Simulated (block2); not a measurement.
# DMRG/STO-6G run of BNH2Cl (SMILES N[B]Cl)

Aim: the energy change on altering one bond length of BNH2Cl at DMRG/STO-6G, from 2 runs. 

The results are computed with block2 0.5.4.

5 further runs of the same task are left out: 4 that didn't finish, 1 set aside as unsound or not needed.

## 1. The system as given

The species is BNH2Cl (5 atoms), meant as a doublet with charge 0. As SMILES, `N[B]Cl`. The coordinates come from a PBE0-D4/def2-TZVP relaxation. This is one conformer, not always the lowest.

Bond lengths: N1–B2 1.376 Å, B2–Cl3 1.746 Å, N1–H4 1.005 Å, N1–H5 1.010 Å. Angles: N1–B2–Cl3 124.3°, B2–N1–H4 122.3°, B2–N1–H5 123.4°, H4–N1–H5 114.3°.

## 2. The energy at DMRG/STO-6G

File integrals.py:

```python
import numpy as np
from pyscf import ao2mo, cc, dft, gto, lo, mcscf, mp, scf
from pyscf.tools import fcidump

mol = gto.M(atom=[
    ("N", (-0.334000, 0.412100, -0.256700)),
    ("B", (-0.098400, -0.544600, 0.704400)),
    ("Cl", (1.343200, -1.526200, 0.784600)),
    ("H", (-1.176700, 0.959900, -0.273100)),
    ("H", (0.315800, 0.625100, -1.000600)),
], basis="sto-6g", spin=1, verbose=3)
print("nao                      = %d" % (mol.nao))
mf = scf.ROHF(mol)
mf.conv_tol = 1e-10
mf.max_cycle = 200
mf.kernel()
if not mf.converged:
    mf = mf.newton().run(mf.mo_coeff, mf.mo_occ)
print(f"E(SCF)                   = {mf.e_tot:.10f}")
ref = scf.UHF(mol).run(mf.make_rdm1(), conv_tol=1e-10)
pt = mp.MP2(ref, frozen=7).run()
mycc = cc.CCSD(ref, frozen=7)
mycc.max_cycle = 150
mycc.kernel()
print("MP2 total energy         = %.10f" % (pt.e_tot))
if mycc.converged:
    print("E(CCSD)                  = %.10f" % (mycc.e_tot))
    print(f"E(CCSD(T))               = {mycc.e_tot + mycc.ccsd_t():.10f}")
ks = dft.UKS(mol, xc="lda,vwn5").set(conv_tol=1e-9, verbose=3).run(mf.make_rdm1())
if ks.converged:
    print(f"E(SVWN5)                 = {ks.e_tot:.8f}")
ks = dft.UKS(mol, xc="pbe").set(conv_tol=1e-9, verbose=3).run(mf.make_rdm1())
if ks.converged:
    print("E(PBE)                   = %.8f" % (ks.e_tot))
ks = dft.UKS(mol, xc="blyp").set(conv_tol=1e-9, verbose=3).run(mf.make_rdm1())
if ks.converged:
    print(f"E(BLYP)                  = {ks.e_tot:.8f}")
mo = mf.mo_coeff.copy()
for a, b in ((7, 15), (16, 21)):
    if b - a > 1:
        mo[:, a:b] = lo.Boys(mol, mo[:, a:b]).kernel()
mf.mo_coeff = mo
cas = mcscf.CASCI(mf, 14, 17)
h1, ecore = cas.get_h1eff()
fcidump.from_integrals("FCIDUMP", h1, cas.get_h2eff(), 14, 17, nuc=ecore, ms=1)
```

File block.conf:

```
sym c1
orbitals FCIDUMP
nelec 17
spin 1
irrep 1
occ 2 2 2 2 2 2 2 2 1 0 0 0 0 0
cbias 0.3
schedule
0 50 1E-08 1E-04
2 75 1E-08 1E-04
5 100 1E-08 1E-05
8 100 1E-09 0.0
end
maxiter 14
sweep_tol 1E-06
fiedler
mem 2g
num_thrds 1
prefix ./tmp
outputlevel 1
onepdm
```

Run with:

```console
python integrals.py && block2main block.conf
```

Log:

```text
$ python integrals.py
nao                      = 21
converged SCF energy = -538.053230359358
E(SCF)                   = -538.0532303594
converged SCF energy = -538.054394168666  <S^2> = 0.75891289  2S+1 = 2.0088931
E(UMP2) = -538.136914017622  E_corr = -0.0825198489550662
E(SCS-UMP2) = -538.141233419829  E_corr = -0.0868392511623163
E(UCCSD) = -538.159047586286  E_corr = -0.1046534176195327
MP2 total energy         = -538.1369140176
E(CCSD)                  = -538.1590475863
UCCSD(T) correction = -0.00285796193420071
E(CCSD(T))               = -538.1619055482
converged SCF energy = -536.861696399502  <S^2> = 0.75436883  2S+1 = 2.0043641
E(SVWN5)                 = -536.86169640
converged SCF energy = -538.849026903895  <S^2> = 0.75462815  2S+1 = 2.0046228
E(PBE)                   = -538.84902690
converged SCF energy = -539.072795488444  <S^2> = 0.75314876  2S+1 = 2.0031463
E(BLYP)                  = -539.07279549

$ block2main block.conf

********************************** INPUT START **********************************
sym                                                             c1
orbitals                                                   FCIDUMP
nelec                                                           17
spin                                                             1
irrep                                                            1
occ                                    2 2 2 2 2 2 2 2 1 0 0 0 0 0
cbias                                                          0.3
maxiter                                                         14
sweep_tol                                                    1E-06
fiedler
mem                                                             2g
num_thrds                                                        1
prefix                                                       ./tmp
outputlevel                                                      1
onepdm
schedule                  Sweep   0-   1 : Mmps =    50 Noise =    0.0001 DavTol =     1e-08
                          Sweep   2-   4 : Mmps =    75 Noise =    0.0001 DavTol =     1e-08
                          Sweep   5-   7 : Mmps =   100 Noise =     1e-05 DavTol =     1e-08
                          Sweep   8-  13 : Mmps =   100 Noise =         0 DavTol =     1e-09
********************************** INPUT END   **********************************

SPIN ADAPTED - REAL DOMAIN - DOUBLE PREC
qc mpo type =  QCTypes.Conventional
 UseMainStack = 0 MinDiskUsage = 1 MinMemUsage = 0 IBuf = 0 OBuf = 0
 FPCompression: prec = 1.00e-16 chunk = 1024
 IMain = 0 B / 134 MB DMain = 0 B / 687 MB ISeco = 0 B / 57.2 MB DSeco = 0 B / 1.01 GB
 OpenMP = 1 TBB = 0 BLIS = 0 MKL = GNU 2024.0.2 SeqType = Tasked AlignType = None MKLIntLen = 4
 THREADING = 2 layers : Global | Operator BatchedGEMM
 NUMBER : Global = 1 Operator = 1 Quanta = 0 MKL = 1
 COMPLEX = 1 SINGLE-PREC = 1 KSYMM = 0
using fiedler reorder =  [ 6  7  4  1 10  8 13  9  3  5  0 11  2 12]
read integral finished 0.01182021398562938
integral sym error =            0
MinMPOMemUsage =  False
MPS =  CCRRRRRRRRRRRR 0 2 < N=17 S=1/2 PG=0 >
GS INIT MPS BOND DIMS =       1     3    10    35    55    63    69    67    66    65    56    56    15     4     1
pre-mpo memory usage =  169 MB
build mpo start ...
build mpo finished ... Tread = 0.000 Twrite = 0.000 T = 0.013
simpl mpo start ...
simpl mpo finished ... Tread = 0.000 Twrite = 0.000 T = 0.042
GS MPO BOND DIMS =      19    26    37    52    71    94   121    94    71    52    37    26    19     1
build 1pdm mpo 0.09274273703340441
build identity mpo 0.09384631097782403
memory usage =  188 MB
para mpo finished 0.09428772795945406
env init finished 0.1916876300238073

Sweep =    0 | Direction =  forward | Bond dimension =   50 | Noise =  1.00e-04 | Dav threshold =  1.00e-08
Time elapsed =      1.882 | E =    -538.1584845972 | DW = 8.23831e-05

Sweep =    1 | Direction = backward | Bond dimension =   50 | Noise =  1.00e-04 | Dav threshold =  1.00e-08
Time elapsed =      2.885 | E =    -538.1618941629 | DE = -3.41e-03 | DW = 3.47311e-05

Sweep =    2 | Direction =  forward | Bond dimension =   75 | Noise =  1.00e-04 | Dav threshold =  1.00e-08
Time elapsed =      3.617 | E =    -538.1621421771 | DE = -2.48e-04 | DW = 2.27353e-05

Sweep =    3 | Direction = backward | Bond dimension =   75 | Noise =  1.00e-04 | Dav threshold =  1.00e-08
Time elapsed =      4.570 | E =    -538.1622649632 | DE = -1.23e-04 | DW = 1.62188e-05

Sweep =    4 | Direction =  forward | Bond dimension =   75 | Noise =  1.00e-04 | Dav threshold =  1.00e-08
Time elapsed =      5.426 | E =    -538.1622710812 | DE = -6.12e-06 | DW = 3.28669e-05

Sweep =    5 | Direction = backward | Bond dimension =  100 | Noise =  1.00e-05 | Dav threshold =  1.00e-08
Time elapsed =      6.544 | E =    -538.1623400328 | DE = -6.90e-05 | DW = 6.49828e-06

Sweep =    6 | Direction =  forward | Bond dimension =  100 | Noise =  1.00e-05 | Dav threshold =  1.00e-08
Time elapsed =      7.733 | E =    -538.1623585610 | DE = -1.85e-05 | DW = 1.50965e-05

Sweep =    7 | Direction = backward | Bond dimension =  100 | Noise =  1.00e-05 | Dav threshold =  1.00e-08
Time elapsed =      8.933 | E =    -538.1623634863 | DE = -4.93e-06 | DW = 8.12404e-06

Sweep =    8 | Direction =  forward | Bond dimension =  100 | Noise =  0.00e+00 | Dav threshold =  1.00e-09
Time elapsed =     10.192 | E =    -538.1623638023 | DE = -3.16e-07 | DW = 1.56235e-05

Final canonical form =  LLLLLLLLLLLLLC 12
DMRG Energy = -538.162363802295545
npdm string = ['(C+D)0']

Build NPDM MPO | Nsites =    14 | Nmaxops =  2 | SymbolFree = T | Cutoff = 0.00e+00
 Site =     0 /    14 .. L =        4 R =        1 M =            0 Tmid = 0.000 T = 0.000
 Site =     1 /    14 .. L =        4 R =       27 M =           27 Tmid = 0.000 T = 0.000
 Site =     2 /    14 .. L =        4 R =       25 M =           25 Tmid = 0.000 T = 0.000
 Site =     3 /    14 .. L =        4 R =       23 M =           23 Tmid = 0.000 T = 0.000
 Site =     4 /    14 .. L =        4 R =       21 M =           21 Tmid = 0.000 T = 0.000
 Site =     5 /    14 .. L =        4 R =       19 M =           19 Tmid = 0.000 T = 0.000
 Site =     6 /    14 .. L =        4 R =       17 M =           17 Tmid = 0.000 T = 0.000
 Site =     7 /    14 .. L =        4 R =       15 M =           15 Tmid = 0.000 T = 0.000
 Site =     8 /    14 .. L =        4 R =       13 M =           13 Tmid = 0.000 T = 0.000
 Site =     9 /    14 .. L =        4 R =       11 M =           11 Tmid = 0.000 T = 0.000
 Site =    10 /    14 .. L =        4 R =        9 M =            9 Tmid = 0.000 T = 0.000
 Site =    11 /    14 .. L =        4 R =        7 M =            7 Tmid = 0.000 T = 0.000
 Site =    12 /    14 .. L =        4 R =        5 M =            5 Tmid = 0.000 T = 0.000
 Site =    13 /    14 .. L =        1 R =        4 M =            4 Tmid = 0.000 T = 0.000
Ttotal =      0.000

Expectation | Direction = backward | BRA bond dimension =  100 | KET bond dimension =  100
Time elapsed =      0.073
NPDM Sorting | Nsites =    14 | Nmaxops =  2 | DotSite = 2 | SymbolFree = T | Compressed = T | LowMem = F | Mem = 1.53 KB
Ttotal =      0.000

DMRG OCC =   1.978 1.983 1.979 1.968 1.996 1.968 1.997 1.996 1.000 0.036 0.020 0.023 0.022 0.036
```

It took 19 s on 1 thread of Intel Xeon Platinum 8488C (Sapphire Rapids), shared host; peak memory 0.23 GiB.

## 3. The distorted shape: the energy at DMRG/STO-6G

File make_fcidump.py:

```python
from pyscf import ao2mo, cc, dft, gto, mcscf, mp, scf
from pyscf.tools import fcidump

geom = """
N     -0.404675     0.699090    -0.545010
B     -0.098400    -0.544600     0.704400
Cl     1.343200    -1.526200     0.784600
H     -1.247375     1.246890    -0.561410
H      0.245125     0.912090    -1.288910
"""
mol = gto.M(
    atom=geom,
    basis="sto-6g",
    charge=0,
    spin=1,
    verbose=3,
)
print("basis functions: %d" % (mol.nao))
mf = scf.ROHF(mol)
mf.conv_tol = 1e-10
mf.max_cycle = 200
mf.kernel()
if not mf.converged:
    mf = mf.newton().run(mf.mo_coeff, mf.mo_occ)
print("reference energy: %.10f" % (mf.e_tot))
ref = scf.UHF(mol).run(mf.make_rdm1(), conv_tol=1e-10)
pt = mp.MP2(ref, frozen=7).run()
mycc = cc.CCSD(ref, frozen=7)
mycc.max_cycle = 150
mycc.kernel()
print("E(MP2): %.10f" % (pt.e_tot))
if mycc.converged:
    print(f"CCSD total energy: {mycc.e_tot:.10f}")
    print("CCSD(T) total energy: %.10f" % (mycc.e_tot + mycc.ccsd_t()))
ks = dft.UKS(mol, xc="lda,vwn5").set(conv_tol=1e-9, verbose=3).run(mf.make_rdm1())
if ks.converged:
    print(f"E(SVWN5): {ks.e_tot:.8f}")
ks = dft.UKS(mol, xc="pbe").set(conv_tol=1e-9, verbose=3).run(mf.make_rdm1())
if ks.converged:
    print("E(PBE): %.8f" % (ks.e_tot))
ks = dft.UKS(mol, xc="blyp").set(conv_tol=1e-9, verbose=3).run(mf.make_rdm1())
if ks.converged:
    print("E(BLYP): %.8f" % (ks.e_tot))
occ_no, mo = mcscf.addons.make_natural_orbitals(mp.MP2(mf.to_uhf(), frozen=7).run())
mf.mo_coeff = mo
cas = mcscf.CASCI(mf, 14, 17)
h1, ecore = cas.get_h1eff()
fcidump.from_integrals("FCIDUMP", h1, cas.get_h2eff(), 14, 17, nuc=ecore, ms=1)
```

File input.conf:

```
sym c1
orbitals FCIDUMP
nelec 17
spin 1
irrep 1
schedule
0 50 1E-08 1E-03
2 100 1E-08 1E-04
6 150 1E-08 1E-04
8 200 1E-08 1E-05
12 200 1E-09 0.0
end
maxiter 18
sweep_tol 1E-06
fiedler
mem 2g
num_thrds 1
prefix ./tmp
outputlevel 1
onepdm
```

Run with:

```console
python make_fcidump.py && block2main input.conf
```

Log:

```text
$ python make_fcidump.py
basis functions: 21
converged SCF energy = -537.956129309886
reference energy: -537.9561293099
converged SCF energy = -537.956862585603  <S^2> = 0.75509175  2S+1 = 2.0050853
E(UMP2) = -538.043832127739  E_corr = -0.0869695421356853
E(SCS-UMP2) = -538.048481561299  E_corr = -0.0916189756962599
E(UCCSD) = -538.0705749738737  E_corr = -0.1137123882707688
E(MP2): -538.0438321277
CCSD total energy: -538.0705749739
UCCSD(T) correction = -0.0054542101483449
CCSD(T) total energy: -538.0760291840
converged SCF energy = -536.77787837639  <S^2> = 0.76539404  2S+1 = 2.0153352
E(SVWN5): -536.77787838
converged SCF energy = -538.772928055458  <S^2> = 0.7674695  2S+1 = 2.0173939
E(PBE): -538.77292806
converged SCF energy = -539.001657520375  <S^2> = 0.76139829  2S+1 = 2.011366
E(BLYP): -539.00165752
E(UMP2) = -538.041978682921  E_corr = -0.08584937303501
E(SCS-UMP2) = -538.046681445772  E_corr = -0.0905521358862206

$ block2main input.conf

[... 32 lines left out ...]
integral sym error =            0
[... 42 lines left out ...]
Sweep =    9 | Direction = backward | Bond dimension =  200 | Noise =  1.00e-05 | Dav threshold =  1.00e-08
Time elapsed =     23.398 | E =    -538.0775792302 | DE = -1.65e-05 | DW = 1.15549e-05

Sweep =   10 | Direction =  forward | Bond dimension =  200 | Noise =  1.00e-05 | Dav threshold =  1.00e-08
Time elapsed =     27.835 | E =    -538.0775831504 | DE = -3.92e-06 | DW = 1.12535e-05

Sweep =   11 | Direction = backward | Bond dimension =  200 | Noise =  1.00e-05 | Dav threshold =  1.00e-08
Time elapsed =     31.803 | E =    -538.0775832673 | DE = -1.17e-07 | DW = 1.19650e-05

Sweep =   12 | Direction =  forward | Bond dimension =  200 | Noise =  0.00e+00 | Dav threshold =  1.00e-09
Time elapsed =     36.938 | E =    -538.0775834366 | DE = -1.69e-07 | DW = 1.06428e-05

Final canonical form =  LLLLLLLLLLLLLC 12
DMRG Energy = -538.077583436641476
npdm string = ['(C+D)0']

Build NPDM MPO | Nsites =    14 | Nmaxops =  2 | SymbolFree = T | Cutoff = 0.00e+00
 Site =     0 /    14 .. L =        4 R =        1 M =            0 Tmid = 0.000 T = 0.000
 Site =     1 /    14 .. L =        4 R =       27 M =           27 Tmid = 0.000 T = 0.000
 Site =     2 /    14 .. L =        4 R =       25 M =           25 Tmid = 0.000 T = 0.000
 Site =     3 /    14 .. L =        4 R =       23 M =           23 Tmid = 0.000 T = 0.000
 Site =     4 /    14 .. L =        4 R =       21 M =           21 Tmid = 0.000 T = 0.000
 Site =     5 /    14 .. L =        4 R =       19 M =           19 Tmid = 0.000 T = 0.000
 Site =     6 /    14 .. L =        4 R =       17 M =           17 Tmid = 0.000 T = 0.000
 Site =     7 /    14 .. L =        4 R =       15 M =           15 Tmid = 0.000 T = 0.000
 Site =     8 /    14 .. L =        4 R =       13 M =           13 Tmid = 0.000 T = 0.000
 Site =     9 /    14 .. L =        4 R =       11 M =           11 Tmid = 0.000 T = 0.000
 Site =    10 /    14 .. L =        4 R =        9 M =            9 Tmid = 0.000 T = 0.000
 Site =    11 /    14 .. L =        4 R =        7 M =            7 Tmid = 0.000 T = 0.000
 Site =    12 /    14 .. L =        4 R =        5 M =            5 Tmid = 0.000 T = 0.000
 Site =    13 /    14 .. L =        1 R =        4 M =            4 Tmid = 0.000 T = 0.000
Ttotal =      0.000

Expectation | Direction = backward | BRA bond dimension =  200 | KET bond dimension =  200
Time elapsed =      0.166
NPDM Sorting | Nsites =    14 | Nmaxops =  2 | DotSite = 2 | SymbolFree = T | Compressed = T | LowMem = F | Mem = 1.53 KB
Ttotal =      0.000

DMRG OCC =   2.000 1.995 1.991 1.985 1.978 1.975 1.914 1.946 0.999 0.054 0.098 0.023 0.022 0.021
```

Wall time 47 s (1 thread of Intel Xeon Platinum 8488C (Sapphire Rapids), shared host); peak memory 0.34 GiB.

## 4. Outcome

Level: DMRG/STO-6G, 7 core orbitals frozen.

| quantity | value |
| --- | --- |
| run 1, DMRG/STO-6G: total energy | -538.16236 Eh |
| distorted shape: total energy | -538.07758 Eh |
| energy change with the N1–B2 bond stretched from 1.376 to 1.789 Å | 2.307 eV |

With the N1–B2 bond stretched from 1.376 to 1.789 Å the energy rises by 2.31 eV (223 kJ/mol). The first shape isn't relaxed at this level, so the change isn't measured from a minimum. The minimal basis adds a large error of its own.
